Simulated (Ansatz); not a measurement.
Rock-salt PbS: LDA at its full settings (plane-wave cutoff 520 eV, 10×10×10 k mesh, Fermi–Dirac smearing 0.01 eV, scalar-relativistic PAW data made under PBE) and at cheaper ones, in a cell of 2 atoms with Γ-centred meshes.

| level and setting | lattice constant a (Å) | bulk modulus (GPa) |
|---|---|---|
| LDA (Ansatz) | 5.845 | 63.8 |
| LDA (Γ point alone) (Ansatz) | 6.503 | 34.0 |
| LDA (2×2×2 k mesh) (Ansatz) | 6.106 | 54.0 |

Largest shifts from the full settings: lattice constant a +11.3 % (LDA (Γ point alone)), against a difference of -1.17 % of the full result from the reference 5.914 Å (measured, 120 K, not corrected to a static lattice; as tabulated in Noda, Masumoto, Ohba, Saito, Toriumi, Iwata, Shibuya, Acta Cryst. C 43, 1443 …); bulk modulus -47 % (LDA (Γ point alone)), against a difference of +6.3 % of the full result from the reference 60 GPa (measured, 300 K, not corrected to a static lattice, K' fixed at 4.2, sources range from 52.9 to 62.8; as tabulated in PbS at high pressure, J. Appl. Phys. 113 (4), abstract).

Ansatz's density-functional and Hartree–Fock values are scalar-relativistic unless marked +SOC, with PAW data made under PBE.

Run with cheap settings on purpose, which may leave them unconverged: LDA (2×2×2 k mesh), LDA (Γ point alone).

Ansatz is a first-principles code.
